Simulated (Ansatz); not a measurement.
## How far each method lies from RCCSDT(Q) for SiH$_{4}$, singlet

Geometry: a point of a stretch scan, not a stationary point.

```xyz
5

Si   -0.0058    0.0058    0.0058
H     0.8500    0.8646    0.8626
H    -0.8654   -0.8486    0.8632
H    -0.8605    0.8614   -0.8554
H     1.0379   -1.0396   -1.0315
```

Basis cc-pVDZ; Ansatz 0.2.0. Only valence electrons are correlated (noble-gas cores frozen), which leaves 8 electrons in 33 orbitals. Prefix R: restricted or restricted open-shell reference. Active spaces: valence = (8e, 8o) chosen from the atoms' valence shells; pair = (2e, 2o) about the gap.

Full CI isn't at hand for all of this; RCCSDT(Q) serves as the reference, and is uncertain by about the last step of the cluster series.

```
UHF ⟨S²⟩                          : 0.000
T1 diagnostic (RCCSD)             : 0.0116
largest doubles amplitude (RCCSD) : 0.084
```

```tsv
level	E − E(RHF) (eV)
RMP2	-3.1861
RCCSD	-4.0646
RCCSD(T)	-4.1392
```

(1) Estimate how far RCCSDT(Q) in cc-pVDZ lies from RCCSD(T). The table doesn't fix it; the size of (T) and the diagnostics are the guide.

(1) RCCSDT(Q) in cc-pVDZ lies 0.48 kcal/mol below RCCSD(T), which is 28 % of the (T) step (-1.72 kcal/mol). The diagnostics give no warning, yet the rest is a sizeable part of (T).

The other levels:

| level | E − E(RCCSDT(Q)) (kcal/mol) | share of correlation (%) | wall time |
| --- | --- | --- | --- |
| CISD | 7.07 | 92.63 | 0.33 s |
| BCCD(T) | 0.47 | 99.51 | 0.27 s |
| RCCSDT | 0.05 | 99.95 | – |
| CASSCF (pair space) | 83.59 | 12.86 | – |
| NEVPT2 (pair space) | 20.51 | 78.62 | 0.24 s |
| MRCISD (pair space) | 5.15 | 94.63 | – |
| MRCISD+Q (pair space) | -0.26 | 100.27 | 0.33 s |
| CASSCF (valence space) | 56.74 | 40.85 | – |
| NEVPT2 (valence space) | 18.63 | 80.58 | 1.6 s |
| NEVPT4(SD) (valence space) | 3.01 | 96.86 | 2.1 s |
| MRCISD (valence space) | 2.68 | 97.21 | – |
| MRCISD+Q (valence space) | 0.23 | 99.76 | 2.3 s |

The correlation energy at RCCSDT(Q), counted from RHF, is -4.160 eV. That run took 1 s on 1 thread of Intel Xeon 6975P-C, shared host.

Times hold each run's SCF and search for its determinant on a shared host, so for small cases they say little of a method's own cost; they ran on 1 thread of Intel Xeon 6975P-C.

Natural occupations of CASSCF (valence space) about the gap: 1.986 1.977 1.977 1.956 0.046 0.023 0.018 0.018; effectively unpaired electrons, Σ n²(2−n)², 0.02.
